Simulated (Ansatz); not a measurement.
# C3H4ClF: ladder of methods at one geometry from a Python script

A script is to give a ladder of methods at one geometry; the system is C3H4ClF. SMILES: F[C@@H]1C[C@H]1Cl.

Program: Ansatz 0.2.0, driven from Python. The levels of theory stand in the script. These are calculated values, not measurements.

**1. The system**

Bond lengths: F1–C2 1.383 Å, C2–C3 1.518 Å, C2–C4 1.517 Å, C3–C4 1.521 Å, C4–Cl5 1.784 Å, C2–H6 1.111 Å, C3–H7 1.111 Å, C3–H8 1.111 Å, C4–H9 1.111 Å. Angles (14 of 18 angles, heavy atoms first): F1–C2–C3 113.2°, F1–C2–C4 113.5°, C3–C2–C4 60.1°, C2–C3–C4 59.9°, C2–C4–C3 60.0°, C2–C4–Cl5 113.7°, C3–C4–Cl5 113.9°, F1–C2–H6 120.8°, C3–C2–H6 116.3°, C4–C2–H6 118.1°, C2–C3–H7 114.5°, C2–C3–H8 114.0°, C4–C3–H7 114.4°, C4–C3–H8 115.5°.

The script reads c3h4clf.xyz:

```xyz
9

F    -0.36560    1.85470    0.55340
C    -0.05580    0.81750   -0.30790
C    -0.76110   -0.48110    0.04000
C     0.71710   -0.30850    0.35270
Cl    1.79750   -1.18640   -0.76220
H     0.11980    1.00820   -1.38800
H    -1.42730   -0.42050    0.92660
H    -0.99310   -1.11860   -0.83960
H     0.96860   -0.16540    1.42500
```

**2. The code**

Contents of run_methods.py:

```python
'''C3H4ClF at several levels of theory.'''

from pathlib import Path

import ansatz as az
import numpy as np

system = az.Crystal.molecule_from_extxyz('c3h4clf.xyz')

calculation = system.calculation().basis(gaussian='cc-pVDZ')

print('functional    E (Ha)        dipole (D)   HOMO (eV)  LUMO (eV)')
for name in ['pbe', 'b3lyp', 'blyp', 'cam_b3lyp']:
    summary = calculation.functional(name).forces().orbitals().run(threads=1, backend='cpu', runs_dir='runs').report
    lines = Path(summary['orbitals_path']).read_text().splitlines()
    field_of = lambda key: [line.split('=')[1].strip() for line in lines if line.startswith(key)]
    orbitals = [(27.211386 * float(e), s, float(n)) for e, s, n in zip(field_of('Ene='), field_of('Spin='), field_of('Occup='))]
    homo = max(e for e, _, n in orbitals if n > 0.5)
    lumo = min(e for e, _, n in orbitals if n < 0.5)
    dipole = 4.803205 * np.linalg.norm(summary['charge_distribution']['dipole_moment_e_ang'])
    print(f'{name:10s} {summary["free_energy_ev"] / 27.211386246:14.6f} {dipole:9.3f} {homo:11.3f} {lumo:10.3f}')
```

**3. The calls as engine input**

The package turns the script's settings into the engine's input (first run):

```yaml
crystal:
  periodic: [false, false, false]
  atoms:
    - { symbol: F, position_ang: [-0.3656, 1.8547, 0.5534] }
    - { symbol: C, position_ang: [-0.0558, 0.8175, -0.3079] }
    - { symbol: C, position_ang: [-0.7611, -0.4811, 0.04] }
    - { symbol: C, position_ang: [0.7171, -0.3085, 0.3527] }
    - { symbol: Cl, position_ang: [1.7975, -1.1864, -0.7622] }
    - { symbol: H, position_ang: [0.1198, 1.0082, -1.388] }
    - { symbol: H, position_ang: [-1.4273, -0.4205, 0.9266] }
    - { symbol: H, position_ang: [-0.9931, -1.1186, -0.8396] }
    - { symbol: H, position_ang: [0.9686, -0.1654, 1.425] }
basis:
  gaussian:
    orbitals: cc-pVDZ
hamiltonian:
  xc: pbe
output:
  orbitals: {}
  forces: true
```

**4. Launch**

The run is started by

```bash
> python run_methods.py
```

Log:

```text
functional    E (Ha)        dipole (D)   HOMO (eV)  LUMO (eV)
pbe           -676.292433     0.963      -6.375     -0.552
b3lyp         -676.739743     0.981      -7.557      0.326
blyp          -676.647763     0.924      -6.211     -0.376
cam_b3lyp     -676.646522     0.999      -9.196      1.809
```

It took 8.1 s on 1 thread of Intel Xeon 6975P-C (Granite Rapids), shared host; peak memory 0.29 GiB.

**5. Inputs of later runs**

The engine's inputs for the other runs:

Run 2, against run 1:

```diff
@@ -17 +17 @@
-  xc: pbe
+  xc: b3lyp
```

Run 3, against run 1:

```diff
@@ -17 +17 @@
-  xc: pbe
+  xc: blyp
```

Run 4, against run 1:

```diff
@@ -17 +17 @@
-  xc: pbe
+  xc: cam_b3lyp
```

Lines on the test bed's own set-up are left out of the output.

**6. Run by run**

One row for each of the 4 runs:

```csv
run,functional,energy (eV),SCF cycles,CPU time (s)
1,pbe,-18402.8546,19,1.5
2,b3lyp,-18415.0265,18,2.2
3,blyp,-18412.5236,18,1.5
4,cam_b3lyp,-18412.4899,18,2.5
```

Totals hang on method, basis and potentials, so only like runs compare.

The fields below are those of run 1.

**7. Orbitals and fields**

Orbitals, density, ELF and potential are computed afterwards from the orbital file.

Frontier orbitals at PBE/cc-pVDZ, with the share of their density that lies nearest to each atom:

```csv
orbital,energy (eV),lies on
HOMO,-6.37,"Cl5 38 %; C2, C4 about 16 % each; F1 15 %"
LUMO,-0.55,"Cl5 41 %; C4 30 %; H8, H9 about 6 % each"
```

ELF in a plane through or near 3 of the atoms.

Values, 10 rows by 14 columns:
```
0.00 0.00 0.00 0.00 0.00 0.00 0.00 0.00 0.00 0.00 0.00 0.00 0.00 0.00
0.00 0.00 0.00 0.00 0.00 0.00 0.00 0.00 0.00 0.00 0.00 0.00 0.00 0.00
0.00 0.00 0.05 0.21 0.10 0.01 0.03 0.01 0.11 0.41 0.13 0.00 0.00 0.00
0.00 0.03 0.43 0.74 0.51 0.11 0.36 0.15 0.48 0.87 0.54 0.04 0.00 0.00
0.00 0.13 0.74 0.90 0.74 0.64 0.40 0.64 0.33 0.86 0.68 0.06 0.00 0.00
0.00 0.13 0.69 0.88 0.67 0.58 0.47 0.52 0.17 0.04 0.04 0.00 0.00 0.00
0.00 0.01 0.29 0.50 0.14 0.11 0.67 0.73 0.99 0.96 0.16 0.00 0.00 0.00
0.00 0.00 0.00 0.01 0.00 0.02 0.15 0.49 0.97 0.94 0.17 0.00 0.00 0.00
0.00 0.00 0.00 0.00 0.00 0.00 0.02 0.06 0.23 0.15 0.00 0.00 0.00 0.00
0.00 0.00 0.00 0.00 0.00 0.00 0.00 0.00 0.00 0.00 0.00 0.00 0.00 0.00
```
The map spans 9.7 Å across and 8.1 Å up, centred on the molecule. Atoms in the plane (x, y in Å): F1 (1.6, 1.1), C4 (-0.6, 0.2), H7 (1.0, -1.3).

log10 of the density (e/Å³) in the same plane.

Values, 10 rows by 14 columns:
```
-4.0 -4.0 -4.0 -4.0 -4.0 -4.0 -4.0 -4.0 -4.0 -4.0 -4.0 -4.0 -4.0 -4.0
-4.0 -4.0 -4.0 -3.8 -3.8 -4.0 -3.9 -3.8 -3.7 -3.6 -4.0 -4.0 -4.0 -4.0
-4.0 -3.6 -2.6 -2.1 -2.1 -2.3 -2.2 -2.2 -1.6 -1.2 -1.7 -3.1 -4.0 -4.0
-4.0 -2.6 -1.6 -1.0 -1.0 -1.2 -1.1 -1.1 -0.4  0.5 -0.5 -2.1 -4.0 -4.0
-3.6 -2.1 -0.9 -0.1 -0.1 -0.2  0.2 -0.2 -0.3  0.5 -0.4 -2.0 -4.0 -4.0
-3.6 -2.2 -1.1 -0.3 -0.2 -0.2  0.3 -0.1 -0.6 -1.2 -1.8 -3.2 -4.0 -4.0
-4.0 -2.9 -1.9 -1.4 -1.4 -1.2 -0.5  0.0  0.2 -0.8 -2.2 -3.5 -4.0 -4.0
-4.0 -4.0 -3.4 -2.9 -2.7 -2.2 -1.5 -0.9 -0.7 -1.3 -2.4 -3.7 -4.0 -4.0
-4.0 -4.0 -4.0 -4.0 -3.9 -3.1 -2.5 -2.1 -2.0 -2.4 -3.2 -4.0 -4.0 -4.0
-4.0 -4.0 -4.0 -4.0 -4.0 -4.0 -3.9 -3.6 -3.6 -3.9 -4.0 -4.0 -4.0 -4.0
```
The map spans 9.7 Å across and 8.1 Å up, centred on the molecule. Atoms in the plane (x, y in Å): F1 (1.6, 1.1), C4 (-0.6, 0.2), H7 (1.0, -1.3).

On the surface of density 0.002 e/bohr³ the electrostatic potential runs, from the 1st to the 99th percentile, from -0.65 V near F1 to 1.19 V near H9.

**8. Summary of results**

| quantity | value |
| --- | --- |
| runs compared | 4 |
| HOMO-LUMO gap of the mean field (PBE/cc-pVDZ) | 5.82 eV |

**Reading.** All 4 runs converged, in 18 to 19 cycles. What to keep in mind:
- The geometry is a force-field or estimated start, not a minimum of this method, and the basis set is short of its limit. A lower total doesn't mark the better method: functionals have no common bound, and MP2 and coupled cluster aren't variational.
- b3lyp holds the VWN-RPA fit, as in Gaussian; the form of ORCA and Turbomole is b3lyp5.
- Levels such as HOMO and LUMO are orbital energies: with these approximate functionals they aren't the ionisation energy and electron affinity, and their gap isn't the fundamental gap.
- For Al to Cl the sets with a tight d function, cc-pV(X+d)Z, are usual.
